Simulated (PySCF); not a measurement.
**Structure from NMR data**

An unknown has the formula C2Cl4. Its calculated NMR data are:

13C{1H} NMR (computed): δ 141.0 (C).

Non-relativistic Hamiltonian, one computed conformer, rapidly exchanging positions averaged, isolated molecule. Shieldings: GIAO PBE0/pcSseg-2; geometry: PBE0-D3(BJ)/def2-TZVP; PySCF 2.14.

Scale: 13C (σ = 186.03 ppm) vs TMS (reference shieldings calculated alike).

Q: Propose a structure and justify it.

A: 
Rings plus π bonds: 1 (no ring in the answer). 1 carbon signal for 2 carbons: some carbons are equivalent by symmetry or fast rotation. Carbon types of the structure: 2 × C. δC 141.0: fully substituted alkene carbon; an sp2 carbon of a C=C bond.

The compound is `InChI=1S/C2Cl4/c3-1(4)2(5)6`.

The data come from this structure; uniqueness wasn't tested.

Carbons that carry Cl, above all several Cl atoms, come out too deshielded, partly because spin–orbit coupling is missing. Shifts are as computed. Against solution values, carbons near 30 ppm lie about +3 ppm off and those near 130 ppm about +9 ppm; carbons on Cl a further +4 ppm. Of 1211 compounds with measured shifts, 218 miss one by over three times the rms of a fit or turn the order of signals round; such compounds aren't used in these exercises.
